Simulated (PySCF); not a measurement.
# LiH₂S+, an ion with solvent molecules: interaction energy

Wanted: the interaction energy for `[Li+]` with `S`.

Programs: PySCF 2.14.0. All values are calculated, for the isolated system unless a continuum is named. Atoms count from 0, parts from 1.

## 1. Starting point

4 atoms, charge 1, multiplicity 1; geometry: GFN2-xTB. Parts: 1 = atom 0, `[Li+]`, charge 1; 2 = atoms 1–3, `S`, charge 0.

## 2. Geometry optimisation at PBE0-D3(BJ)/def2-TZVPD

The job: settings as JSON, then the geometry in Å.

```
{"job": {"xc": "PBE0", "basis": "def2-TZVPD", "d3": "d3bj", "grid": 3, "kind": "geom", "shake": 0.01}, "charge": 1, "multiplicity": 1, "parts": [{"atoms": "0-0", "charge": 1, "multiplicity": 1}, {"atoms": "1-3", "charge": 0, "multiplicity": 1}]}
Li     0.185988    -0.266409     0.042926
S      0.473445     1.475804    -1.627562
H      0.500002     1.001151    -2.874912
H     -0.591828     2.184503    -1.867065
```

Launch:

```
$ OMP_NUM_THREADS=1 python cluster_run.py task.json out
```

This one command runs all jobs of the session in turn.

The log of the run:

```text
step   0  E = -406.56200614  max force = 0.022408
step   1  E = -406.56512932  max force = 0.002602
step   2  E = -406.56529534  max force = 0.001381
step   3  E = -406.56540343  max force = 0.001506
step   4  E = -406.56543127  max force = 0.000693
step   5  E = -406.56543588  max force = 0.000160
optimisation converged
```

It took 7.8 s on 1 thread of Arm Neoverse V2, shared host; peak memory 0.38 GiB.

The steps of the relaxation:

| step | energy from step 0 (eV) | largest force component (eV/Å) |
| --- | --- | --- |
| 0 | 0.0000 | 1.1523 |
| 1 | -0.0850 | 0.1338 |
| 2 | -0.0895 | 0.0710 |
| 3 | -0.0924 | 0.0774 |
| 4 | -0.0932 | 0.0356 |
| 5 | -0.0933 | 0.0082 |

Close pairs (by a distance rule), those that changed most:

| bond | before (Å) | after (Å) | change (Å) |
| --- | --- | --- | --- |
| S1–H3 | 1.302 | 1.347 | +0.045 |
| Li0–S1 | 2.431 | 2.397 | -0.034 |
| S1–H2 | 1.335 | 1.347 | +0.012 |

The final coordinates are the input of the step that follows.

| at the end point | value |
| --- | --- |
| point group (found at 0.08 Å tolerance) | Cs |
| rotational constants (GHz, main isotopes) | 147.4, 14.262, 14.091 |

Contacts at the end point (a selection, picked against the atoms' radii; other short pairs can be missing):

| atoms | distance (Å) | kind (by distance and angle) | angle (°) |
| --- | --- | --- | --- |
| Li0···S1 | 2.40 | bonding distance | – |

Against the parts relaxed at this level the binding energy is -24.97 kcal/mol, without counterpoise.

## 3. Coupled-cluster interaction energy: CCSD(T) and MP2, 2.40 Å

The job: settings as JSON, then the geometry in Å.

```
{"job": {"kind": "intercc", "basis": "aug-cc-pVDZ", "basis_mid": "aug-cc-pVTZ", "basis_large": "aug-cc-pVQZ"}, "charge": 1, "multiplicity": 1, "parts": [{"atoms": "0-0", "charge": 1, "multiplicity": 1}, {"atoms": "1-3", "charge": 0, "multiplicity": 1}]}
Li     0.086282    -0.200467    -0.108838
S      0.597798     1.571906    -1.639400
H      0.508084     0.902504    -2.804712
H     -0.624512     2.121075    -1.773672
```

Method: CCSD(T)/aug-cc-pVDZ and MP2/aug-cc-pVTZ, aug-cc-pVQZ counterpoise interaction energy, frozen core, gas phase.

The log of the run:

```text
part 1, own basis, geometry of the cluster
final grid: 10848 points
cycle   1  E = -7.2363779589  dE =  1.371e-01  |g| = 5.248e-03  |ddm| = 1.339e+00
cycle   2  E = -7.2363810734  dE = -3.115e-06  |g| = 3.270e-04  |ddm| = 3.690e-02
cycle   3  E = -7.2363810859  dE = -1.246e-08  |g| = 1.130e-06  |ddm| = 2.404e-03
cycle   4  E = -7.2363810859  dE = -2.602e-13  |g| = 4.292e-08  |ddm| = 1.860e-06
converged SCF energy = -7.2363810859

part 2, own basis, geometry of the cluster
final grid: 22496 points
cycle   1  E = -398.6950149826  dE = -1.638e-01  |g| = 1.983e-01  |ddm| = 2.486e+00
cycle   2  E = -398.7116653431  dE = -1.665e-02  |g| = 6.721e-02  |ddm| = 4.157e-01
cycle   3  E = -398.7133456832  dE = -1.680e-03  |g| = 2.022e-02  |ddm| = 9.755e-02
cycle   4  E = -398.7136578705  dE = -3.122e-04  |g| = 5.326e-03  |ddm| = 3.831e-02
cycle   5  E = -398.7136800806  dE = -2.221e-05  |g| = 1.134e-03  |ddm| = 1.155e-02
cycle   6  E = -398.7136811224  dE = -1.042e-06  |g| = 2.714e-04  |ddm| = 2.977e-03
cycle   7  E = -398.7136811870  dE = -6.458e-08  |g| = 4.288e-05  |ddm| = 1.060e-03
cycle   8  E = -398.7136811887  dE = -1.657e-09  |g| = 9.838e-06  |ddm| = 1.252e-04
cycle   9  E = -398.7136811887  dE = -9.283e-11  |g| = 1.311e-06  |ddm| = 3.273e-05
converged SCF energy = -398.7136811887

part 1, own basis, relaxed alone: E = -7.2363810859 (as before)

part 2, own basis, relaxed alone
final grid: 22496 points
cycle   1  E = -398.6951793235  dE = -1.562e-01  |g| = 1.978e-01  |ddm| = 2.493e+00
cycle   2  E = -398.7117324859  dE = -1.655e-02  |g| = 6.734e-02  |ddm| = 4.167e-01
cycle   3  E = -398.7134131151  dE = -1.681e-03  |g| = 2.022e-02  |ddm| = 9.779e-02
cycle   4  E = -398.7137264636  dE = -3.133e-04  |g| = 5.323e-03  |ddm| = 3.876e-02
cycle   5  E = -398.7137487040  dE = -2.224e-05  |g| = 1.133e-03  |ddm| = 1.169e-02
cycle   6  E = -398.7137497389  dE = -1.035e-06  |g| = 2.693e-04  |ddm| = 3.012e-03
cycle   7  E = -398.7137498022  dE = -6.328e-08  |g| = 4.235e-05  |ddm| = 1.062e-03
cycle   8  E = -398.7137498038  dE = -1.612e-09  |g| = 9.677e-06  |ddm| = 1.239e-04
cycle   9  E = -398.7137498039  dE = -9.038e-11  |g| = 1.312e-06  |ddm| = 3.209e-05
converged SCF energy = -398.7137498039

cluster
final grid: 3944 points
cycle   1  E = -405.9849709591  dE = -2.397e-02  |g| = 6.573e-02  |ddm| = 1.371e+00
cycle   2  E = -405.9866365749  dE = -1.666e-03  |g| = 1.774e-02  |ddm| = 3.171e-01
cycle   3  E = -405.9868119522  dE = -1.754e-04  |g| = 6.315e-03  |ddm| = 7.407e-02
cycle   4  E = -405.9868466719  dE = -3.472e-05  |g| = 1.099e-03  |ddm| = 4.306e-02
cycle   5  E = -405.9868476878  dE = -1.016e-06  |g| = 2.591e-04  |ddm| = 3.928e-03
cycle   6  E = -405.9868477405  dE = -5.265e-08  |g| = 6.643e-05  |ddm| = 9.578e-04
cycle   7  E = -405.9868477437  dE = -3.193e-09  |g| = 1.456e-05  |ddm| = 2.394e-04
cycle   8  E = -405.9868477439  dE = -2.386e-10  |g| = 2.888e-06  |ddm| = 6.752e-05
converged SCF energy = -405.9868477439

part 1 in the basis of the cluster
final grid: 3944 points
cycle   1  E = -7.2363820510  dE = -9.702e-07  |g| = 1.618e-04  |ddm| = 1.862e-02
cycle   2  E = -7.2363820553  dE = -4.232e-09  |g| = 1.565e-05  |ddm| = 1.005e-03
cycle   3  E = -7.2363820553  dE = -4.301e-11  |g| = 8.291e-07  |ddm| = 8.944e-05
converged SCF energy = -7.2363820553

part 2 in the basis of the cluster
final grid: 3944 points
cycle   1  E = -398.7137657735  dE = -8.402e-05  |g| = 1.921e-03  |ddm| = 2.623e-01
cycle   2  E = -398.7137674350  dE = -1.662e-06  |g| = 3.146e-04  |ddm| = 3.834e-02
cycle   3  E = -398.7137674932  dE = -5.817e-08  |g| = 3.107e-05  |ddm| = 7.248e-03
cycle   4  E = -398.7137674940  dE = -7.600e-10  |g| = 7.465e-06  |ddm| = 3.054e-04
converged SCF energy = -398.7137674940

Interaction energy (kcal/mol)
  counterpoise      -22.175
  uncorrected       -22.552
  dispersion part     0.000
  deformation         0.071
  binding           -22.104

Decomposition of the uncorrected value (kcal/mol)
  electrostatic     -17.514
  Pauli              10.650
  orbital           -16.219
  dispersion          0.000
  correlation         0.530

Charge of each part in the cluster: 0.985 0.015
part 1, own basis, geometry of the cluster
final grid: 10848 points
cycle   1  E = -7.2363820281  dE =  1.372e-01  |g| = 5.219e-03  |ddm| = 1.351e+00
cycle   2  E = -7.2363851692  dE = -3.141e-06  |g| = 3.351e-04  |ddm| = 3.177e-02
cycle   3  E = -7.2363851836  dE = -1.439e-08  |g| = 4.915e-06  |ddm| = 1.881e-03
cycle   4  E = -7.2363851836  dE = -4.410e-12  |g| = 2.070e-07  |ddm| = 3.147e-05
converged SCF energy = -7.2363851836

part 2, own basis, geometry of the cluster
final grid: 22496 points
cycle   1  E = -398.6990296727  dE = -1.654e-01  |g| = 2.008e-01  |ddm| = 2.596e+00
cycle   2  E = -398.7158441254  dE = -1.681e-02  |g| = 7.196e-02  |ddm| = 4.278e-01
cycle   3  E = -398.7175818194  dE = -1.738e-03  |g| = 2.116e-02  |ddm| = 1.488e-01
cycle   4  E = -398.7179198738  dE = -3.381e-04  |g| = 5.818e-03  |ddm| = 5.218e-02
cycle   5  E = -398.7179464821  dE = -2.661e-05  |g| = 1.209e-03  |ddm| = 1.999e-02
cycle   6  E = -398.7179475808  dE = -1.099e-06  |g| = 3.040e-04  |ddm| = 4.362e-03
cycle   7  E = -398.7179476597  dE = -7.894e-08  |g| = 5.090e-05  |ddm| = 1.135e-03
cycle   8  E = -398.7179476621  dE = -2.349e-09  |g| = 1.248e-05  |ddm| = 1.978e-04
cycle   9  E = -398.7179476622  dE = -1.417e-10  |g| = 1.785e-06  |ddm| = 5.809e-05
converged SCF energy = -398.7179476622

part 1, own basis, relaxed alone: E = -7.2363851836 (as before)

part 2, own basis, relaxed alone
final grid: 22496 points
cycle   1  E = -398.6992183600  dE = -1.578e-01  |g| = 2.003e-01  |ddm| = 2.599e+00
cycle   2  E = -398.7159346227  dE = -1.672e-02  |g| = 7.213e-02  |ddm| = 4.273e-01
cycle   3  E = -398.7176723121  dE = -1.738e-03  |g| = 2.116e-02  |ddm| = 1.480e-01
cycle   4  E = -398.7180115747  dE = -3.393e-04  |g| = 5.820e-03  |ddm| = 5.238e-02
cycle   5  E = -398.7180382877  dE = -2.671e-05  |g| = 1.206e-03  |ddm| = 2.002e-02
cycle   6  E = -398.7180393766  dE = -1.089e-06  |g| = 3.017e-04  |ddm| = 4.378e-03
cycle   7  E = -398.7180394540  dE = -7.739e-08  |g| = 5.033e-05  |ddm| = 1.128e-03
cycle   8  E = -398.7180394563  dE = -2.293e-09  |g| = 1.231e-05  |ddm| = 1.953e-04
cycle   9  E = -398.7180394564  dE = -1.378e-10  |g| = 1.783e-06  |ddm| = 5.746e-05
converged SCF energy = -398.7180394564

cluster
final grid: 3944 points
cycle   1  E = -405.9893035359  dE = -2.396e-02  |g| = 7.071e-02  |ddm| = 1.605e+00
cycle   2  E = -405.9910072513  dE = -1.704e-03  |g| = 1.999e-02  |ddm| = 3.426e-01
cycle   3  E = -405.9911873382  dE = -1.801e-04  |g| = 6.774e-03  |ddm| = 8.234e-02
cycle   4  E = -405.9912270053  dE = -3.967e-05  |g| = 1.171e-03  |ddm| = 4.975e-02
cycle   5  E = -405.9912281316  dE = -1.126e-06  |g| = 2.735e-04  |ddm| = 5.217e-03
cycle   6  E = -405.9912281903  dE = -5.872e-08  |g| = 7.538e-05  |ddm| = 1.344e-03
cycle   7  E = -405.9912281940  dE = -3.660e-09  |g| = 1.638e-05  |ddm| = 3.222e-04
cycle   8  E = -405.9912281943  dE = -2.909e-10  |g| = 3.356e-06  |ddm| = 8.243e-05
converged SCF energy = -405.9912281943

part 1 in the basis of the cluster
final grid: 3944 points
cycle   1  E = -7.2363855209  dE = -3.425e-07  |g| = 8.636e-05  |ddm| = 2.780e-02
cycle   2  E = -7.2363855218  dE = -8.786e-10  |g| = 5.762e-06  |ddm| = 1.215e-03
converged SCF energy = -7.2363855218

part 2 in the basis of the cluster
final grid: 3944 points
cycle   1  E = -398.7179728929  dE = -2.390e-05  |g| = 9.554e-04  |ddm| = 2.742e-01
cycle   2  E = -398.7179733192  dE = -4.263e-07  |g| = 1.447e-04  |ddm| = 3.190e-02
cycle   3  E = -398.7179733328  dE = -1.362e-08  |g| = 1.369e-05  |ddm| = 5.191e-03
cycle   4  E = -398.7179733330  dE = -1.618e-10  |g| = 2.404e-06  |ddm| = 3.222e-04
converged SCF energy = -398.7179733330

Interaction energy (kcal/mol)
  counterpoise      -22.451
  uncorrected       -22.674
  dispersion part     0.000
  deformation         0.084
  binding           -22.367

Decomposition of the uncorrected value (kcal/mol)
  electrostatic     -17.321
  Pauli              10.411
  orbital           -16.241
  dispersion          0.000
  correlation         0.477

Charge of each part in the cluster: 0.984 0.016
part 1 in the basis of the cluster: E(HF) = -7.236123192  E2 = 0.000000000  E(CCSD corr) = 0.000000000  (T) = 0.000000000
part 2 in the basis of the cluster: E(HF) = -398.698393525  E2 = -0.155909839  E(CCSD corr) = -0.178624578  (T) = -0.004959007
cluster: E(HF) = -405.969942325  E2 = -0.154346789  E(CCSD corr) = -0.176868251  (T) = -0.004808761

Counterpoise interaction energy (kcal/mol)
  hf_small                 -22.230
  mp2_small                -21.249
  ccsd_small               -21.128
  ccsdt_small              -21.034
  hf_large                 -23.136
  mp2_large                -22.451
  hf_middle                -23.029
  mp2_middle               -22.175
  scs_mp2_large            -22.506
  mp2_limit                -22.574
  ccsdt_less_mp2             0.216
  ccsdt_limit_estimate     -22.358
  bsse_mp2_large             0.224
```

Run time: 10 s. Hardware: 1 thread of Arm Neoverse V2, shared host; peak memory 0.42 GiB.

Contacts at this geometry (a selection, picked against the atoms' radii; other short pairs can be missing):

| atoms | distance (Å) | kind (by distance and angle) | angle (°) |
| --- | --- | --- | --- |
| Li0···S1 | 2.40 | bonding distance | – |

Differences are taken before rounding.

| method | interaction energy (kcal/mol) | from CCSD(T), limit estimate (kcal/mol) |
| --- | --- | --- |
| HF/aug-cc-pVDZ | -22.23 | +0.13 |
| MP2/aug-cc-pVDZ | -21.25 | +1.11 |
| CCSD/aug-cc-pVDZ | -21.13 | +1.23 |
| CCSD(T)/aug-cc-pVDZ | -21.03 | +1.32 |
| HF/aug-cc-pVQZ | -23.14 | -0.78 |
| MP2/aug-cc-pVQZ | -22.45 | -0.09 |
| SCS-MP2/aug-cc-pVQZ | -22.51 | -0.15 |
| MP2, extrapolated | -22.57 | -0.22 |
| CCSD(T), limit estimate | -22.36 | 0 |

These energies keep the parts at their geometry in the cluster; deforming them to it costs 0.08 kcal/mol (MP2).

## 4. Coupled-cluster interaction energy: CCSD(T) and MP2, 2.52 Å

Settings changed since step 3:

```diff
@@ -2,4 +2,4 @@
 Li     0.086282    -0.200467    -0.108838
-S      0.597798     1.571906    -1.639400
-H      0.508084     0.902504    -2.804712
-H     -0.624512     2.121075    -1.773672
+S      0.623374     1.660525    -1.715928
+H      0.533660     0.991123    -2.881240
+H     -0.598936     2.209694    -1.850200
```

Method: CCSD(T)/aug-cc-pVDZ and MP2/aug-cc-pVTZ, aug-cc-pVQZ counterpoise interaction energy, frozen core, gas phase.

The log of the run:

```text
part 1, own basis, geometry of the cluster: E = -7.2363810859 (as before)

part 2, own basis, geometry of the cluster: E = -398.7136811887 (as before)

part 1, own basis, relaxed alone: E = -7.2363810859 (as before)

part 2, own basis, relaxed alone: E = -398.7137498039 (as before)

cluster
final grid: 3944 points
cycle   1  E = -405.9847990912  dE = -2.132e-02  |g| = 6.132e-02  |ddm| = 1.165e+00
cycle   2  E = -405.9863992597  dE = -1.600e-03  |g| = 1.730e-02  |ddm| = 2.710e-01
cycle   3  E = -405.9865831926  dE = -1.839e-04  |g| = 6.356e-03  |ddm| = 6.801e-02
cycle   4  E = -405.9866210346  dE = -3.784e-05  |g| = 1.073e-03  |ddm| = 4.018e-02
cycle   5  E = -405.9866220239  dE = -9.893e-07  |g| = 2.354e-04  |ddm| = 3.968e-03
cycle   6  E = -405.9866220655  dE = -4.161e-08  |g| = 6.398e-05  |ddm| = 8.057e-04
cycle   7  E = -405.9866220684  dE = -2.905e-09  |g| = 1.437e-05  |ddm| = 2.107e-04
cycle   8  E = -405.9866220687  dE = -2.361e-10  |g| = 2.808e-06  |ddm| = 6.496e-05
converged SCF energy = -405.9866220687

part 1 in the basis of the cluster
final grid: 3944 points
cycle   1  E = -7.2363820107  dE = -9.294e-07  |g| = 1.644e-04  |ddm| = 1.656e-02
cycle   2  E = -7.2363820150  dE = -4.359e-09  |g| = 1.616e-05  |ddm| = 9.452e-04
cycle   3  E = -7.2363820151  dE = -4.549e-11  |g| = 8.191e-07  |ddm| = 9.132e-05
converged SCF energy = -7.2363820151

part 2 in the basis of the cluster
final grid: 3944 points
cycle   1  E = -398.7137625742  dE = -8.086e-05  |g| = 1.874e-03  |ddm| = 2.427e-01
cycle   2  E = -398.7137641899  dE = -1.616e-06  |g| = 3.087e-04  |ddm| = 3.549e-02
cycle   3  E = -398.7137642465  dE = -5.654e-08  |g| = 3.017e-05  |ddm| = 6.738e-03
cycle   4  E = -398.7137642472  dE = -7.185e-10  |g| = 7.043e-06  |ddm| = 2.821e-04
converged SCF energy = -398.7137642472

Interaction energy (kcal/mol)
  counterpoise      -22.132
  uncorrected       -22.478
  dispersion part     0.000
  deformation         0.071
  binding           -22.061

Decomposition of the uncorrected value (kcal/mol)
  electrostatic     -15.664
  Pauli               7.244
  orbital           -14.522
  dispersion          0.000
  correlation         0.463

Charge of each part in the cluster: 0.984 0.016
part 1, own basis, geometry of the cluster: E = -7.2363851836 (as before)

part 2, own basis, geometry of the cluster: E = -398.7179476622 (as before)

part 1, own basis, relaxed alone: E = -7.2363851836 (as before)

part 2, own basis, relaxed alone: E = -398.7180394564 (as before)

cluster
final grid: 3944 points
cycle   1  E = -405.9891138533  dE = -2.136e-02  |g| = 6.575e-02  |ddm| = 1.382e+00
cycle   2  E = -405.9907518634  dE = -1.638e-03  |g| = 1.938e-02  |ddm| = 2.953e-01
cycle   3  E = -405.9909395369  dE = -1.877e-04  |g| = 6.849e-03  |ddm| = 7.599e-02
cycle   4  E = -405.9909830536  dE = -4.352e-05  |g| = 1.147e-03  |ddm| = 4.746e-02
cycle   5  E = -405.9909841523  dE = -1.099e-06  |g| = 2.506e-04  |ddm| = 5.160e-03
cycle   6  E = -405.9909841996  dE = -4.730e-08  |g| = 7.234e-05  |ddm| = 1.146e-03
cycle   7  E = -405.9909842029  dE = -3.319e-09  |g| = 1.616e-05  |ddm| = 2.867e-04
cycle   8  E = -405.9909842032  dE = -2.865e-10  |g| = 3.261e-06  |ddm| = 7.797e-05
converged SCF energy = -405.9909842032

part 1 in the basis of the cluster
final grid: 3944 points
cycle   1  E = -7.2363854843  dE = -3.053e-07  |g| = 8.285e-05  |ddm| = 2.378e-02
cycle   2  E = -7.2363854851  dE = -8.103e-10  |g| = 5.648e-06  |ddm| = 1.048e-03
converged SCF energy = -7.2363854851

part 2 in the basis of the cluster
final grid: 3944 points
cycle   1  E = -398.7179717966  dE = -2.291e-05  |g| = 9.367e-04  |ddm| = 2.634e-01
cycle   2  E = -398.7179722114  dE = -4.148e-07  |g| = 1.431e-04  |ddm| = 3.039e-02
cycle   3  E = -398.7179722248  dE = -1.338e-08  |g| = 1.352e-05  |ddm| = 4.953e-03
cycle   4  E = -398.7179722250  dE = -1.585e-10  |g| = 2.358e-06  |ddm| = 3.038e-04
converged SCF energy = -398.7179722250

Interaction energy (kcal/mol)
  counterpoise      -22.352
  uncorrected       -22.553
  dispersion part     0.000
  deformation         0.084
  binding           -22.268

Decomposition of the uncorrected value (kcal/mol)
  electrostatic     -15.475
  Pauli               7.056
  orbital           -14.579
  dispersion          0.000
  correlation         0.446

Charge of each part in the cluster: 0.984 0.016
part 1 in the basis of the cluster: E(HF) = -7.236122876  E2 = 0.000000000  E(CCSD corr) = 0.000000000  (T) = 0.000000000
part 2 in the basis of the cluster: E(HF) = -398.698402928  E2 = -0.155858462  E(CCSD corr) = -0.178568510  (T) = -0.004952377
cluster: E(HF) = -405.970173742  E2 = -0.154551547  E(CCSD corr) = -0.177086393  (T) = -0.004840198

Counterpoise interaction energy (kcal/mol)
  hf_small                 -22.369
  mp2_small                -21.549
  ccsd_small               -21.439
  ccsdt_small              -21.369
  hf_large                 -22.983
  mp2_large                -22.352
  hf_middle                -22.889
  mp2_middle               -22.132
  scs_mp2_large            -22.415
  mp2_limit                -22.444
  ccsdt_less_mp2             0.180
  ccsdt_limit_estimate     -22.264
  bsse_mp2_large             0.201
```

Wall time 8.6 s (1 thread of Arm Neoverse V2, shared host); peak memory 0.42 GiB.

Contacts at this geometry (a selection, picked against the atoms' radii; other short pairs can be missing):

| atoms | distance (Å) | kind (by distance and angle) | angle (°) |
| --- | --- | --- | --- |
| Li0···S1 | 2.52 | bonding distance | – |

| method | interaction energy (kcal/mol) | from CCSD(T), limit estimate (kcal/mol) |
| --- | --- | --- |
| HF/aug-cc-pVDZ | -22.37 | -0.11 |
| MP2/aug-cc-pVDZ | -21.55 | +0.71 |
| CCSD/aug-cc-pVDZ | -21.44 | +0.82 |
| CCSD(T)/aug-cc-pVDZ | -21.37 | +0.89 |
| HF/aug-cc-pVQZ | -22.98 | -0.72 |
| MP2/aug-cc-pVQZ | -22.35 | -0.09 |
| SCS-MP2/aug-cc-pVQZ | -22.41 | -0.15 |
| MP2, extrapolated | -22.44 | -0.18 |
| CCSD(T), limit estimate | -22.26 | 0 |

These energies keep the parts at their geometry in the cluster; deforming them to it costs 0.08 kcal/mol (MP2).

(Part 1 of 3 ends here.)
